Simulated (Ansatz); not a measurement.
Compare A (`C=C1C=CC1=C`) with its isomer B (`C12C3C1C1C2C31`).

Computed with Ansatz on PBE0-D4/def2-TZVP structures; ΔE is electronic, products minus reactants. CCSD(T)/CBS adds triple-zeta CCSD(T) − MP2 to the extrapolated MP2 energy (def2 sets, frozen cores). Functionals use def2-TZVPP. B3LYP here is the variant with VWN-RPA as its local correlation; programs differ in this.

Problem. Which isomer does CCSD(T)/CBS put lower? Give the gap. (Best estimate.)

Solution. The calculation gave: A, by 52.0 kcal/mol.

Problem. Give E(B) − E(A) in kcal/mol with ωB97M-V, B3LYP, BLYP-D4, CCSD/def2-TZVPP, B3LYP-D4, B2PLYP, LDA (SPW92). (Best estimate.)

Solution. Ansatz gave: ωB97M-V 46.3, B3LYP 61.1, BLYP-D4 66.4, CCSD/def2-TZVPP 50.8, B3LYP-D4 61.0, B2PLYP 57.2, LDA (SPW92) 38.5. None reverses the order clearly.

Problem. Does the order hold for the free energy at 298.15 K (harmonic terms from PBE0-D4)? (Best estimate.)

Solution. Computed: Yes: G(B) − G(A) = +54.7 kcal/mol.

Largest T1 diagnostic: 0.013.

From r2SCAN to r2SCAN0 (25 % exact exchange), in def2-TZVPP and without D4, E(B) − E(A) moves by −5.2 kcal/mol. At CCSD(T), def2-SVP lies −1.1 kcal/mol from the extrapolated value and def2-TZVPP −0.3 kcal/mol.
